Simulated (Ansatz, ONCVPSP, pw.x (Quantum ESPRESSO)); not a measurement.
**Ga (bcc): variants of one ONCV potential in the solid**

ONCVPSP 4.0.1.1 (patched build) input, shortened (lines: element, Z, core and valence counts, functional; n l f; lmax; l rc ep ncon nbas qcut; lloc lpopt rc5 dvloc0; l nproj debl; icmod fcfact rcfact), PBEsol, scalar-relativistic:

```
  Ga 31.00    6    2  -116133      upf
    1    0    2.00
    2    0    2.00
    2    1    6.00
    3    0    2.00
    3    1    6.00
    3    2   10.00
    4    0    2.00
    4    1    1.00
    2
    0    1.85    0.00    3    7    3.30
    1    2.50    0.00    4    9    3.40
    2    2.55    0.09    4    8    4.30
    4    2    1.30   -1.00
    0    2    3.40
    1    2    3.50
    2    2    3.00
    3    2.00    1.25
```

Crystal test: bcc Ga in pw.x 7.5, no spin, 14³ k-points, Fermi–Dirac smearing 0.01 Ry, cutoffs set for each file from its atomic test. The reference is all-electron LAPW (Ansatz 0.2.0) with the same functional, mesh and smearing; V0 and B0 come from Birch–Murnaghan fits to the pressures at five volumes. Errors are pseudo minus all-electron; Δ is the rms difference of the E(V) curves that follow from these fits, minima aligned, over ±6 % about the mean V0. Mesh and smearing are coarse, so the numbers serve the comparison and aren't converged zero-temperature values; the lattice is a test structure that the element need not adopt.

All-electron: a0 = 3.298 Å (V0 = 17.94 Å³/atom), B0 = 59.1 GPa.

A dash in a converged row means that the minimum lies outside the volumes sampled.

```tsv
change	cutoffs (Ry)	pw.x	a0 (Å)	a0 error (%)	B0 error (%)	Δ (meV/atom)	mean pressure error (GPa)
base	90/360	converged	3.296	-0.06	+0.4	0.4	-0.10
core correction Teter function, fcfact 2, rcfact 0.96	90/360	converged	3.308	+0.31	-2.9	2.1	+0.53
core correction Teter function, fcfact 2, rcfact 1.32	90/360	converged	3.290	-0.23	+2.3	1.6	-0.41
core correction Teter function, fcfact 2, rcfact 1.5	90/360	converged	3.275	-0.70	+10.9	5.0	-1.29
core correction Teter function, fcfact 2, rcfact 1.72	90/360	converged	3.293	-0.15	+19.0	1.4	-0.37
core correction Teter function, fcfact 2, rcfact 1.98	90/360	converged	–	–	–	–	+12.61
```
